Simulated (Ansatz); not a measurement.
Results of revPBE (plane waves, PAW; Ansatz, an electronic-structure program) for pyrite RuS2.

Run with plane-wave cutoff 520 eV, 6×6×6 k mesh, Fermi–Dirac smearing 0.01 eV, no spin polarisation, scalar-relativistic PAW data made under PBE.

Energies at three volumes about the minimum:

```tsv
V (Å³/atom)	E − E_lowest (meV/atom)
14.911	3.26
15.216	0.00
15.520	2.99
```

Problem. Fit a parabola by hand: where is the minimum, what lattice constant follows, and what is the bulk modulus?

Solution. Slopes: (0.00 − 3.26)/(15.216 − 14.911) = -10.689 and (2.99 − 0.00)/(15.520 − 15.216) = 9.836 meV/Å³. Curvature E″ = 2 × (9.836 − (-10.689))/(15.520 − 14.911) = 67.406 meV/Å⁶. From the middle of the first interval, the slope vanishes at V0 = 15.0635 − (-10.689)/67.406 = 15.222 Å³/atom. B = V0 E″ = 15.222 × 67.406 meV/Å³ × 0.1602 GPa per meV/Å³ = 164 GPa. With 12 atoms in the cube, a = (12 × 15.222)^(1/3) = 5.674 Å. The full Birch–Murnaghan fit to all volumes gives V0 = 15.216 Å³/atom and B0 = 164 GPa.

Shape and atoms are relaxed at each volume.

Measured, for comparison: lattice constant a 5.61 Å (temperature not stated, no zero-point or thermal correction; as tabulated in Wikipedia's data pages).

Note: the bulk modulus comes from volumes at which shape and atoms were relaxed.
